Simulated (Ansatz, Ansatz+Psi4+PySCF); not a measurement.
```xyz
6

C    -0.0479    1.1495    0.0000
S    -0.0479   -0.6649    0.0000
H     1.2831   -0.8233    0.0000
H    -1.0926    1.4614    0.0000
H     0.4323    1.5512    0.8923
H     0.4323    1.5512   -0.8923
```

Basis set: cc-pVTZ on H, C; cc-pV(T+d)Z on S (spherical functions). Correlated methods keep 6 orbitals frozen. Charge 0, multiplicity 1.

Computed with Ansatz (development build ahead of 0.2.0); each method stands on the lowest determinant of its kind that the runs found. Restricted open shells among the atoms or ions are ROHF, correlated in semicanonical orbitals with singles.

The vertical ionization energy (product with multiplicity 2 at the same shape, open shells in the same class of orbitals) of singlet CH4S:

| method | ionization energy |
| --- | --- |
| RHF | 8.46 eV |

(1) What does RHF-MP2 give?

## Answers

(1) 9.40 eV.
